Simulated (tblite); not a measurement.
A tight-binding relaxation on `F/C=C1/[CH]CC1` [radical].

Computed with GFN2-xTB geometry optimisation, gas phase (tblite 0.8.0). Start geometry: from a force field or distance geometry. The command runs a driver script over a list of jobs; the input below is this job's line of settings and its coordinates in Å.

Command:
```bash
OMP_NUM_THREADS=1 python probes_run.py task.json out
```

Input:
```
{"job": {"kind": "relax", "xc": "GFN2-xTB", "basis": "xTB"}, "charge": 0, "multiplicity": 2}
F      2.712700    -0.922200    -0.176900
C      1.938300     0.193000    -0.225900
C      0.635500     0.135400    -0.075800
C     -0.484200     1.155200    -0.082400
C     -1.475400     0.112000     0.141300
C     -0.374900    -0.975400     0.134900
H      2.535400     1.082900    -0.372700
H     -0.518200     2.220700    -0.177600
H     -2.015300     0.206300     1.079100
H     -2.200900     0.023500    -0.679600
H     -0.463500    -1.707600    -0.675600
H     -0.288300    -1.524500     1.085200
```

Q: What does the run print?

A: 
```
step      E/eV     max force
  0    -500.17054    4.349
  1    -500.42122    1.547
  2    -500.45937    0.668
  3    -500.47129    0.356
  4    -500.48289    0.248
  5    -500.48720    0.254
  6    -500.49064    0.192
  7    -500.49311    0.134
  8    -500.49437    0.094
  9    -500.49494    0.063
 10    -500.49527    0.046
 11    -500.49550    0.042
 12    -500.49562    0.029
 13    -500.49567    0.016
 14    -500.49569    0.010
 15    -500.49570    0.006
```

«max force» is the largest atomic force in eV/Å.

Q: From which step on does the largest force stay under 0.1 eV/Å, and how much energy is left to gain from there?

A: From step 8 (0.094 eV/Å), 1.3 meV above the end.

Main results: energy lowered by 7.5 kcal/mol over 15 steps; largest atomic force 0.006 eV/Å at the end.

Time: under 0.1 s of wall time. Hardware: one thread, Arm Neoverse V1 (aarch64), shared host with 32 logical CPUs at a one-minute load of 26.
Labels such as C1 count atoms from 1, the log's own numbers from 0.
